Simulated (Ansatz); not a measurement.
Computed with Ansatz on PBE0-D4/def2-TZVP structures; ΔE is electronic, products minus reactants. CCSD(T)/CBS is the MP2 limit (def2-TZVPP, def2-QZVPP) plus CCSD(T) − MP2 in def2-TZVPP, frozen cores. This one scheme is used for every species. DFT in def2-TZVPP. B3LYP here is the variant with VWN-RPA as its local correlation; programs differ in this. Each species was taken in one conformer, which may not be the lowest.

Reaction (substitution at a C–C bond): `C#COCC` + H–F → `C#COCF` + CH₄

```json
{"level": "LDA (SPW92)", "ΔE (kJ/mol)": "30.6", "difference from CCSD(T)/CBS": "-9.5"}
{"level": "PBE-D4", "ΔE (kJ/mol)": "28.4", "difference from CCSD(T)/CBS": "-11.7"}
{"level": "revPBE-D4", "ΔE (kJ/mol)": "31.4", "difference from CCSD(T)/CBS": "-8.7"}
{"level": "B3LYP-D4", "ΔE (kJ/mol)": "26.1", "difference from CCSD(T)/CBS": "-14.0"}
{"level": "r2SCANh-D4", "ΔE (kJ/mol)": "26.4", "difference from CCSD(T)/CBS": "-13.7"}
{"level": "PBE-QIDH", "ΔE (kJ/mol)": "35.3", "difference from CCSD(T)/CBS": "-4.8"}
{"level": "r2SCANh", "ΔE (kJ/mol)": "25.4", "difference from CCSD(T)/CBS": "-14.7"}
{"level": "MP2/def2-SVP", "ΔE (kJ/mol)": "29.0", "difference from CCSD(T)/CBS": "-11.1"}
{"level": "CCSD(T)/def2-TZVPP", "ΔE (kJ/mol)": "34.2", "difference from CCSD(T)/CBS": "-5.9"}
{"level": "CCSD/CBS(def2)", "ΔE (kJ/mol)": "39.1", "difference from CCSD(T)/CBS": "-1.0"}
{"level": "CCSD(T)/CBS", "ΔE (kJ/mol)": "40.1", "difference from CCSD(T)/CBS": "0"}
```

Largest T1 diagnostic among the species: 0.013.

Leaving LDA and LC-ωPBE aside and taking each functional with its dispersion term where it has one, the values, not all of them listed here, spread over 13.1 kJ/mol, from B97M-V to PBE-QIDH. LDA lies +5.5 kJ/mol from PBE without D4. From BLYP to BHLYP (50 % exact exchange), in def2-TZVPP and without D4, ΔE moves by +5.7 kJ/mol. The D4 term adds +5.0 kJ/mol with B3LYP and +2.8 kJ/mol with PBE0; it sums over pairs of atoms, weighted by their polarisabilities, and B3LYP, whose exchange is more repulsive, gets the larger term.

CCSD(T)/CBS has its own doubt, a few kJ/mol and more with outer-core shells, so smaller differences from it don't rank the levels.
